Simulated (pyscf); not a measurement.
`[F][SiH3]` + `[F][CH][SiH3]` [doublet] → `[SiH3]` [doublet] + `[F][CH]([F])[SiH3]`, an atom transfer (doublet surface; F–Si broken, C–F formed). Single points on ωB97X-D3(BJ)/def2-SVP structures (PySCF, gas phase). Energies in kcal/mol from the separated reactants.

Small-basis levels: PySCF, no dispersion term, spherical d functions. AM1 to PM7: differences of heats of formation from MOPAC, which are fitted to 298 K values and so differ in kind from electronic energies by zero-point and thermal terms. GFN2-xTB: tblite. Open shells are spin-unrestricted. 

```json
[
 {"level": "HF/STO-3G", "barrier": "54.6", "reaction energy": "+20.1"},
 {"level": "HF/3-21G", "barrier": "61.7", "reaction energy": "+29.6"},
 {"level": "MP2/6-31G*", "barrier": "61.3", "reaction energy": "+34.0"},
 {"level": "BP86/6-31G*", "barrier": "[?]", "reaction energy": "+30.0"},
 {"level": "B3LYP/6-31G*", "barrier": "[?]", "reaction energy": "+33.6"},
 {"level": "M06-2X/6-31G*", "barrier": "55.7", "reaction energy": "+31.4"},
 {"level": "B3LYP/6-311+G**", "barrier": "51.8", "reaction energy": "+34.1"},
 {"level": "GFN2-xTB", "barrier": "56.8", "reaction energy": "+36.4"},
 {"level": "PM7", "barrier": "58.0", "reaction energy": "+44.1"},
 {"level": "ωB97M-D3(BJ)/def2-TZVP", "barrier": "[?]", "reaction energy": "+39.9"}
]
```

Complete the blanks.


- BP86/6-31G*, barrier: 43.3
- B3LYP/6-31G*, barrier: 51.4
- ωB97M-D3(BJ)/def2-TZVP, barrier: 62.1

Against the last row the barrier runs from -18.8 (BP86/6-31G*) to -0.4 kcal/mol (HF/3-21G). ωB97M-D3(BJ)/def2-TZVP has limits of its own. One saddle was located; it need not be the lowest between these sides. The angle at the transferred F is 152°.
